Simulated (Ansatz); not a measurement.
**Relaxing K2Y**

Computed with DFT PBE, scalar-relativistic, plane waves, PAW in Ansatz 0.2.0.

The start puts K2Y on the CaC2 structure type (I4/mmm, No. 139), with Y in place of Ca, K in place of C, at a guessed volume.

Input of the last, converged step (default PAW datasets):

```yaml
crystal:
  lattice:
    - [-1.8742611679, 1.8742611679, 10.697505544]
    - [1.8742611679, -1.8742611679, 10.697505544]
    - [1.8742611679, 1.8742611679, -10.697505544]
  atoms:
    - { symbol: K, position: [0.6543691533, 0.6543691533, 0.0] }
    - { symbol: K, position: [0.3456308467, 0.3456308467, 0.0] }
    - { symbol: "Y", position: [0.0, 0.0, 0.0] }
basis:
  ecutwfc: 420
kpoints:
  mp_grid: { grid: [18, 18, 18] }
hamiltonian:
  xc: pbe
scf:
  occupations: { method: gaussian, width: 0.1 }
output:
  forces: true
  stress: true
  eigenvalues: true
relax:
  adjacent_minimum: "off"
  f_tol: 0.01
  max_steps: 80
  cell: { stress_tol: 0.05 }
```

Launched as:

```bash
ansatz run input.yaml --threads 1 --pin off --max-ram 2560MiB --backend cpu --events-out ev --progress --plain --runs-dir out
```

It took 5.4 min on 1 thread of Arm Neoverse V1, on a shared host, peak memory 1.2 GiB.

The program printed at the end:

```
SCF converged after 5 iterations
Free energy (F): -6922.880728 eV
Harris-Foulkes:  -6922.880728 eV  (|F-HF|=1.82e-12)
Internal energy: -6922.859979 eV  (E = F + TS)
E sigma→0 (E₀):  -6922.870354 eV
Entropy (-TS):   -0.020748 eV (-6.916 meV/atom)
Fermi energy:    4.140610 eV
--- Per-component energies (eV) ---
  E_band       = -425.535657
  E_kinetic    = 806.687992
  E_local      = -2229.752591  (includes V_loc(G=0)·N_el)
  E_nonlocal   = 76.507121
  E_hartree    = 777.669298
  E_xc         = -439.321440
  E_vxc        = -523.084522  (∫ρ·V_xc dr)
  E_paw        = -4389.157423  (= ΣΔE_a)
  E_vpaw       = -111.232224  (= ΣTr[D̂ρ^β])
  E_aug_tail   = -0.000003  (compensation charges beyond the density's cutoff)
  E_ewald      = -1525.492934
  E_smearing   = -0.020748  (= −TS)
  E_closure    = 0.000000  (closes the sum)
  Σ components = -6922.880728   (vs F -6922.880728, Δ=0.00e0)
--- Forces (eV/Å), atoms counted from 1 ---
  atom   1  K      0.00000000     0.00000000     0.00138384
  atom   2  K      0.00000000     0.00000000    -0.00138384
  atom   3  Y      0.00000000     0.00000000     0.00000000
  max |Σ_I F_I| component: 4.34e-19 eV/Å
--- Stress (GPa, compression-positive) ---
        0.028006       0.000000       0.000000
        0.000000       0.028006       0.000000
        0.000000       0.000000      -0.010133
  P = ⅓ Tr σ = 0.0153 GPa (0.153 kbar)
--- Relaxed structure (3 steps of the walk, 3 accepted, 1 SCFs on fresh bases) ---
  F+E_penalty+E_count = -6922.88072781 eV   max|allowed force component| = 1.384e-3 eV/Å   (the final SCF, on the basis selected at the relaxed cell)
  cell:  # Å, volume = 151.4749 Å³
    - [-1.879367, 1.879367, 10.721546]
    - [1.879367, -1.879367, 10.721546]
    - [1.879367, 1.879367, -10.721546]
  atoms:
    - { symbol: K, position: [0.653533, 0.653533, 0.000000] }
    - { symbol: K, position: [0.346467, 0.346467, 0.000000] }
    - { symbol: Y, position: [0.000000, 0.000000, 0.000000] }
```

Total energies depend on the potentials used, so only differences within one code and one set of settings carry meaning.

The result has space group I4/mmm (No. 139). K has 4 K at 3.76 Å and 4 Y at 4.23 Å; Y is coordinated by 4 Y at 3.76 Å and 8 K at 4.23 Å.

Against the elements it lies at 0.46 eV/atom. Formation energies are uncorrected and refer to the elements' standard structures at the same level.

For metals, differences of a few meV/atom aren't resolved.

A structure relaxed within its symmetry needn't be a true minimum.